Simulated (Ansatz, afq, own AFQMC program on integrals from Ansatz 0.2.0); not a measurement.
SiH2O, triplet: AFQMC among the cluster methods

```xyz
4

Si    0.0221    0.1541    0.5679
O    -0.0917   -0.3006   -1.0183
H     0.1086    1.0035    1.7980
H     0.7306   -0.5268   -1.4588
```

Connectivity, by distances: SiH–OH.

Basis cc-pVDZ. Noble-gas cores (and the filled d shells of Ga–Kr and In–Xe) are frozen. Integrals, coupled cluster, full CI and functionals: Ansatz 0.2.0; the random walks run on the same integrals in our own AFQMC program. The CISD trial takes its coefficients from CCSD amplitudes. Released means that phaseless walkers are propagated on without the constraint, phases kept. Free projection: walkers drawn from exp(T), propagated without any constraint. Its projection time is finite, and what remains of the start isn't in its error. Error bars are statistical, one sigma.

Determinant: UHF, the one that the program's search chose, which needn't be the lowest solution. The geometry is a point of a scan.

No full CI on the walks' own integrals is used here; CCSDT(Q) serves as the reference and is uncertain by about the last step of the cluster series.

Cautions: lower spins were not checked.

```
T1 diagnostic                               : 0.0193
weight of the determinant in the CISD state : 0.896
⟨S²⟩ of the determinant                     : 2.008
size of the correlated space                : 12 electrons in 36 orbitals
```

Reference: CCSDT(Q), correlation energy -7.775 eV. The released energy is read at 2.40 1/Eh (meV from the phaseless value at times in 1/Eh: 15 ± 11 at 0.24, 5 ± 10 at 0.51, -15 ± 16 at 0.99, 4 ± 19 at 1.62, -7 ± 23 at 2.40).

```csv
level,E − E(reference) (kcal/mol),share of correlation (%)
HF,179.29,0.00
MP2,17.38,90.31
CCSD,5.14,97.14
CCSD(T),0.97,99.46
CCSDT,0.49,99.73
ph-AFQMC/HF,2.59 ± 1.40,98.56
ph-AFQMC/CISD,0.02 ± 0.30,99.99
released AFQMC,-0.14 ± 0.52,100.08
free AFQMC,-0.11 ± 0.40,100.06
```

Free projections are given only where their last times agree within the noise and don't stop above the reference; a slow remainder of the start can still hide under it. Released energies are given only where the last usable release times agree within the noise; a slower fall can still hide under it.
